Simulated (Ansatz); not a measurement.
## doublet C2H5O: levels of theory in one basis

```
atom    x (Å)    y (Å)    z (Å)
   C   1.0253  -0.5535  -0.0161
   C   0.0211   0.5746  -0.0161
   O  -1.2560   0.0221  -0.0207
   H   0.1216   1.2109   0.9113
   H   0.1533   1.2240  -0.8744
   H   2.0038  -0.1399  -0.0085
   H   0.8635  -1.2139   0.8764
   H   0.8881  -1.2031  -0.9048
```

Basis set: cc-pVTZ (spherical functions). Left uncorrelated: 3 orbitals. Correlation on ROHF uses semicanonical orbitals with singles. Charge 0, multiplicity 2.

Computed with Ansatz (development build ahead of 0.2.0); each method stands on the lowest determinant of its kind that the runs found.

```tsv
method	E − E(ROHF) (eV)	<S²> of the determinant
ROHF	0.00	0.75
UHF	-0.15	0.76
ROHF-MP2	-14.88	–
UHF-MP2	-14.87	0.76
```

Question: Is a single determinant a sound starting point here?

Answer: By this sign, yes. Unrestricted orbitals gain 0.15 eV and <S²> is 0.76 against 0.75 for a pure state.
